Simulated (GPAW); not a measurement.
# AlPH6 (SMILES [AlH3-][PH3+]) at WC/dzp (scalar-relativistic datasets)

Aim: an energy scan of AlPH6. 

The calculation is run with GPAW 26.7.0.

4 further runs of the same task are left out: 2 that didn't finish, 2 set aside as unsound or not needed.

### 1 The structure to begin with

AlPH6: 8 atoms, total charge 0, spin state singlet. As SMILES, `[AlH3-][PH3+]`. Geometry: a GFN2-xTB relaxation, a rough one for these elements and not checked as a minimum.

Bond lengths: Al1–P2 2.531 Å, Al1–H3 1.568 Å, Al1–H4 1.569 Å, Al1–H5 1.568 Å, P2–H6 1.382 Å, P2–H7 1.383 Å, P2–H8 1.382 Å. Some angles: Al1–P2–H6 121.6°, Al1–P2–H7 122.7°, Al1–P2–H8 121.7°, P2–Al1–H3 96.2°, P2–Al1–H4 95.8°, P2–Al1–H5 95.7°, H6–P2–H7 94.4°, H6–P2–H8 94.6°, H7–P2–H8 94.6°, H3–Al1–H4 119.1°.

### 2 The energy along one coordinate at WC/dzp (scalar-relativistic datasets)

The input, mol.xyz:

```xyz
8

Al    -0.494910     0.176720    -1.383090
P      0.354350    -0.131300     0.980840
H      0.479950    -0.854750    -2.049390
H     -1.971260    -0.256910    -1.077990
H     -0.159530     1.706380    -1.471330
H      0.878810     0.923450     1.704510
H      1.384890    -0.998040     1.296750
H     -0.472280    -0.565540     1.999720
```

The input, mol_scan.py:

```python
from ase.io import Trajectory, read
from gpaw import GPAW, setup_paths
from gpaw.atom.configurations import parameters
from gpaw.atom.generator import Generator

molecule = read('mol.xyz')
molecule.center(vacuum=4.5)

for symbol in ['Al', 'H', 'P']:
    Generator(symbol, xcname='WC', scalarrel=True, nofiles=True, txt=None).run(**parameters[symbol])
setup_paths.insert(0, '.')

calc = GPAW(mode='lcao',
            basis='dzp',
            h=0.16,
            xc='WC',
            occupations={'name': 'methfessel-paxton', 'width': 0.01},
            convergence={'bands': 'all'},
            maxiter=100,
            poissonsolver={'name': 'fd'},
            symmetry='off',
            txt='mol.txt')
molecule.calc = calc

traj = Trajectory('scan.traj', 'w')
energies = []
for value in [0.0, 30.0, 60.0, 90.0, 120.0, 150.0, 180.0]:
    molecule.set_dihedral(2, 0, 1, 5, value, indices=[1, 5, 6, 7])
    energies.append(molecule.get_potential_energy())
    molecule.get_forces()
    traj.write(molecule)
    print(f'{value:8.3f} {energies[-1]:12.5f}')

print('Relative energies (eV):', [round(e - min(energies), 3) for e in energies])
```

On the command line:

```
$ python mol_scan.py
```

What it wrote:

```text
0.000    -28.29623
  30.000    -28.31755
  60.000    -28.33893
  90.000    -28.31825
 120.000    -28.29622
 150.000    -28.31797
 180.000    -28.33928
Relative energies (eV): [np.float64(0.043), np.float64(0.022), np.float64(0.0), np.float64(0.021), np.float64(0.043), np.float64(0.021), np.float64(0.0)]
```

mol.txt, cut to the lines that bear on the results:

```text
[...]
Converged in 8 steps
[...]
dipole moment: (0.286069, -0.105319, 0.795871)  # |e|*Ang
[...]
Converged in 8 steps
[...]
Energy contributions relative to reference atoms: (reference = -15967.632475)
Energy contributions:
  Kinetic:          32.956198
  Coulomb:         -34.607536
  Zero:             -0.078782
  External:          0.000000
  Xc:              -26.609165
  Entropy:           0.000000
  Spinorbit:         0.000000
  ----------------------------
  Free energy:     -28.339285
  Extrapolated:    -28.339285
dipole moment: (0.282567, -0.104748, 0.786531)  # |e|*Ang
Fermi level: -5.171
Eigenvalues  # (at kpt = [0.000, 0.000, 0.000])
| band index |      eig [eV] | occ [0-2] |
|------------|---------------|-----------|
|          0 |       -17.459 |     2.000 |
|          1 |       -10.602 |     2.000 |
|          2 |       -10.587 |     2.000 |
[... 9 lines of this table left out ...]
|         12 |         2.046 |     0.000 |
Gap: 5.941 eV
Transition (v -> c):
[...]
Forces  # eV/Ang
|        x |        y |        z |
|----------|----------|----------|
|  0.08298 | -0.01605 |  0.22526 |  # Al   0
| -0.47831 |  0.19635 | -1.39751 |  # P    1
|  0.30195 | -0.32968 | -0.23326 |  # H    2
[... 4 lines of this table left out ...]
| -0.13831 | -1.18679 |  0.41701 |  # H    7
Force computation time: 0.352  # s
timing:  # [seconds]
  Total:  233.159  # ━━━━━━━━━━━━━━━━━━━━━━━━━━━━━━━━━━━━━━━━━━━━━━━━━━━━━━━━
  Init:    25.004  # ━━━━━━
  SCF:    169.501  # ━━━━━━━━━━━━━━━━━━━━━━━━━━━━━━━━━━━━━━━━╸
  Forces:   2.420  # ╸
  Move:    36.170  # ━━━━━━━━╸
```

Run time: 3.9 min. Hardware: 1 thread of Arm Neoverse V2, shared host; peak memory 0.95 GiB.

The scan, from its lowest point:

| H3–Al1–P2–H6 (°) | energy (kJ/mol) |
| --- | --- |
| 0.000 | 4.2 |
| 30.000 | 2.1 |
| 60.000 | 0.0 |
| 90.000 | 2.0 |
| 120.000 | 4.2 |
| 150.000 | 2.1 |
| 180.000 | 0.0 |
